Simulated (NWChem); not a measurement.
Correlation energy of P (-1)

```xyz
1

P      0.0000     0.0000     0.0000
```
Charge -1, spin multiplicity 3.

Everything below was run with NWChem.

Basis set: def2-TZVPD. Each correlation energy counts from its own Hartree-Fock reference.

```tsv
method	correlation energy (mHa)
SCS-UMP2	-106.7
CCSD[T] on UHF	-134.6
CCSD[T] on ROHF	-139.7
CCSD on UHF	-129.1
CCSD on ROHF	-133.7
UMP2	-107.2
CCSD(T) on UHF	-134.5
CCSDT on ROHF	-140.2
CCSD(T) on ROHF	-139.7
```

The values span 33.5 mHa, from CCSDT on ROHF (lowest) to SCS-UMP2 (highest). 

The correlated methods keep 5 core orbitals frozen. No SCF solution was tested for a lower state. Open-shell Hartree-Fock references start from PBE0 orbitals. Coupled-cluster values serve here as a point of comparison, not as the truth.
